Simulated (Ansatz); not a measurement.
**C5H10S: basis-set convergence**

How large a basis does C5H10S need? Two functionals are run in growing sets.

Program: Ansatz 0.2.0, Gaussian basis. Level of theory: one geometry, several basis sets. These are calculated values, not measurements.

Levels to be run: PBE0-D4/def2-SVP; ωB97M-V/def2-SVP; PBE0-D4/def2-QZVPP; ωB97M-V/def2-QZVPP; the functionals' def2-TZVPP values are taken from earlier runs.

## 1. The geometry

The geometry comes from an earlier relaxation with PBE0-D4 in a triple-zeta def2 set; it is a stationary point, not always the lowest conformer.

SMILES `CC1CCSC1`, 16 atoms, charge 0, spin multiplicity 1.

Atoms are counted from 1 here; the program's logs count them from 0.

Bond lengths: C1–C2 1.517 Å, C1–H7 1.093 Å, C1–H8 1.094 Å, C1–H9 1.093 Å, C2–C3 1.523 Å, C2–C6 1.524 Å, C2–H10 1.097 Å, C3–C4 1.518 Å, C3–H11 1.096 Å, C3–H12 1.094 Å, C4–S5 1.823 Å, C4–H13 1.092 Å, C4–H14 1.090 Å, S5–C6 1.818 Å, C6–H15 1.094 Å, C6–H16 1.091 Å. Angles: C2–C1–H7 111.2°, C2–C1–H8 110.7°, C2–C1–H9 111.4°, H7–C1–H8 107.8°, H7–C1–H9 107.7°, H8–C1–H9 107.8°, C1–C2–C3 113.7°, C1–C2–C6 112.7°, C1–C2–H10 109.2°, C3–C2–C6 105.3°, C3–C2–H10 107.9°, C6–C2–H10 107.8°, C2–C3–C4 107.0°, C2–C3–H11 109.1°, C2–C3–H12 111.9°, C4–C3–H11 109.9°, C4–C3–H12 111.3°, H11–C3–H12 107.6° and more.

## 2. PBE0-D4 in def2-SVP

Contents of in.yaml:

```yaml
crystal:
  periodic: [false, false, false]
  atoms:
    - {symbol: C, position_ang: [-0.219967, -0.188032, 1.880307]}
    - {symbol: C, position_ang: [0.190756, 0.251547, 0.487198]}
    - {symbol: C, position_ang: [0.404118, -0.903418, -0.482304]}
    - {symbol: C, position_ang: [0.634039, -0.294755, -1.853715]}
    - {symbol: S, position_ang: [-0.482914, 1.142811, -1.957481]}
    - {symbol: C, position_ang: [-0.848044, 1.147236, -0.176421]}
    - {symbol: H, position_ang: [0.549879, -0.812548, 2.340122]}
    - {symbol: H, position_ang: [-1.146267, -0.769252, 1.845386]}
    - {symbol: H, position_ang: [-0.388017, 0.669827, 2.535805]}
    - {symbol: H, position_ang: [1.129666, 0.815978, 0.549935]}
    - {symbol: H, position_ang: [-0.495353, -1.529071, -0.497497]}
    - {symbol: H, position_ang: [1.243458, -1.537644, -0.182269]}
    - {symbol: H, position_ang: [1.666512, 0.042257, -1.969253]}
    - {symbol: H, position_ang: [0.404784, -0.985569, -2.665605]}
    - {symbol: H, position_ang: [-1.855387, 0.756305, -0.007242]}
    - {symbol: H, position_ang: [-0.810060, 2.171527, 0.197435]}
basis:
  gaussian: {orbitals: def2-SVP}
hamiltonian: {xc: pbe0, dispersion: d4}
output: {orbitals: {seedname: orbitals}}
```

On the command line:

```console
$ ansatz run in.yaml --threads 2 --pin off --events-out ev --progress --plain --max-ram 22528MiB --backend cpu
```

After this run come: ωB97M-V in def2-SVP; PBE0-D4 in def2-QZVPP; ωB97M-V in def2-QZVPP.

Before running them: what should the planned runs give, taken together? Wanted: PBE0-D4: double and triple zeta above quadruple; ωB97M-V: double and triple zeta above quadruple.

The runs gave:

| quantity | value |
| --- | --- |
| PBE0-D4: double and triple zeta above quadruple | 10.17, 0.63 eV |
| ωB97M-V: double and triple zeta above quadruple | 10.47, 0.61 eV |

**Reading.** PBE0-D4 gains 9.54 eV from double to triple zeta, then 0.63 eV more. Total energies overstate the basis error of differences, where much of it tends to cancel. The LUMO of ωB97M-V is positive and keeps falling with the basis (3.12 to 1.78 eV): an unbound level that the basis holds in place.
